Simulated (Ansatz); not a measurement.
Two isomers of C3H6ClN: A = `C/C=C(\N)Cl`, B = `C/N=C\CCl`.

Calculated with Ansatz (gas phase, PBE0-D4/def2-TZVP geometries, no zero-point term in ΔE). CBS: MP2 limit from def2 TZ/QZ plus the TZ coupled-cluster correction, frozen cores. Double bonds are as drawn, so ΔE can hold a change between cis and trans. DFT in def2-TZVPP. Each species was taken in one conformer, which may not be the lowest.

A:

Z-matrix (Å, degrees):
```
C
C 1 1.493
H 1 1.092 2 110.7
H 1 1.096 2 112.4 3 119.7
H 1 1.095 2 112.3 3 -119.3
C 2 1.332 1 123.5 3 151.9
H 2 1.081 1 118.8 3 -30.0
Cl 6 1.734 2 120.5 1 -179.1
N 6 1.381 2 127.4 1 4.6
H 9 1.008 6 114.6 2 -146.8
H 9 1.009 6 114.0 2 -14.7
```

B:

```xyz
11

C     0.853   -0.604   -1.270
N     0.510    0.736   -0.878
C    -0.195    0.991    0.135
C    -0.830    0.046    1.111
Cl   -0.391    0.523    2.774
H     1.932   -0.647   -1.433
H     0.573   -1.404   -0.576
H     0.386   -0.810   -2.238
H    -0.391    2.044    0.350
H    -1.917    0.113    1.045
H    -0.529   -0.989    0.981
```

Task: Which is lower in electronic energy at CCSD(T)/CBS, and by how much? (Estimate.)

Result: Computed: A, by 41.4 kJ/mol.

Task: Give E(B) − E(A) in kJ/mol with PBE0-D4, MP2/def2-TZVPP, B2PLYP, PBE-D4, ωB97M-V, CCSD/def2-TZVPP, r2SCAN-D4. (Estimate.)

Result: Ansatz gave: PBE0-D4 48.1, MP2/def2-TZVPP 46.5, B2PLYP 40.1, PBE-D4 47.0, ωB97M-V 44.2, CCSD/def2-TZVPP 36.1, r2SCAN-D4 49.4. None reverses the order clearly.

Largest T1 diagnostic: 0.011.

In def2-TZVPP, CCSD(T) changes the Hartree–Fock value by +10.7 kJ/mol (the triples alone add +1.3 kJ/mol) and MP2 by +20.0 kJ/mol.
